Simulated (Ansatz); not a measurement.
How methods differ on SiH3 (silyl radical)

SiH3 has 4 atoms, charge 0, and is taken as a doublet. SMILES: `[SiH3]`. The shape is that of a PBE0-D4/def2-TZVP optimisation.

| atom | x (Å) | y (Å) | z (Å) |
| --- | --- | --- | --- |
| Si | 0.2938 | -0.0269 | -0.1640 |
| H | 0.5592 | 0.6653 | 1.1239 |
| H | -0.2240 | -1.4017 | 0.0601 |
| H | -0.6289 | 0.7632 | -1.0200 |

Each level gives the energy change with the Si1–H2 bond stretched from 1.486 to 2.229 Å (eV). The values are calculated.

| level | kind | program | value (eV) | CPU time (all runs) |
| --- | --- | --- | --- | --- |
| UHF/6-31G* (spherical functions) | Hartree–Fock | Ansatz | 2.14 | 0.43 s |
| USVWN5/6-31G* (spherical functions) | LDA | Ansatz | 1.76 | 1.6 s |
| UPBE/6-31G* (spherical functions) | GGA | Ansatz | 1.76 | 2.8 s |
| UB3LYP/6-31G* (spherical functions) | global hybrid | Ansatz | 1.88 | 3.9 s |
| UPBE0/6-31G* (spherical functions) | global hybrid | Ansatz | 1.94 | 3.7 s |
| U-wB97M-V/6-31G* (spherical functions) | range-separated hybrid | Ansatz | 1.99 | 40 s |
| UB2PLYP/6-31G* (spherical functions) | double hybrid | Ansatz | 1.98 | 4.4 s |
| RPA@PBE/6-31G* (spherical functions) | RPA | Ansatz | 1.76 | 3.1 s |
| UMP2/6-31G* (spherical functions) | perturbation theory | Ansatz | 2.20 | 0.4 s |
| FCI/3-21G | exact in the basis | Ansatz | 1.56 | 4.6 s |

The first shape isn't each level's own minimum. The values span 1.56 to 2.20 eV. Spin contamination of the reference (⟨S²⟩ at least 0.1 too high) touches UHF/6-31G*, UMP2/6-31G*. High-level rows in very small sets aren't better than simpler rows in larger ones. CPU times are rough (shared hosts, several kinds of processor): they show what a rung costs within a factor of a few.
